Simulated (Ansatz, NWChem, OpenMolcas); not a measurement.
Appearance energy of a fragment ion: C4H10O → [C3H7]+ + CH3O + e⁻

Species: C4H10O (2-methyl-1-propanol) `CC(C)CO`, singlet; [C3H7]+ `C[CH+]C`, singlet; CH3O (hydroxymethyl radical) `[CH2]O`, doublet. 

Shapes, held fixed at every level: PBE0-D4/def2-TZVP. Flexible molecules stand in one conformer, not always the lowest. Programs: Ansatz 0.2.0, NWChem 7.3.0, OpenMolcas 26.06. A level may come from different programs for different species; with the same settings they agree closely. Electronic energies: no zero-point or thermal term.

(1) Estimate ΔE of this reaction.

## Answers

(1) The highest level, CCSD(T)/CBS estimate, gives ΔE = +11.40 eV; the levels span +9.51 to +11.48. The column of differences is taken from that level and isn't an error. No measured value is set beside it here. Open shells run unrestricted unless RO is named. The CBS estimate extrapolates MP2 from def2-TZVPP and def2-QZVPP and adds CCSD(T) − MP2 in the triple-zeta set, cores frozen. The onset seen in experiment also holds zero-point changes and kinetic shifts.

```csv
level,kind,ΔE (eV),less CCSD(T)/CBS estimate
HF/def2-TZVPP,Hartree–Fock,+9.51,-1.89
PBE-D4/def2-TZVPP,GGA,+10.95,-0.45
B3LYP/6-31G* (Cartesian functions),global hybrid,+10.86,-0.54
B2PLYP/def2-TZVPP,double hybrid,+10.96,-0.44
MP2/def2-TZVPP,perturbation theory,+11.48,+0.08
CCSD(T)/def2-TZVPP,coupled cluster or CI,+11.29,-0.11
CCSD/def2-TZVPP,coupled cluster or CI,+11.18,-0.22
CCSD(T)/CBS estimate,coupled cluster or CI,+11.40,0.00
```
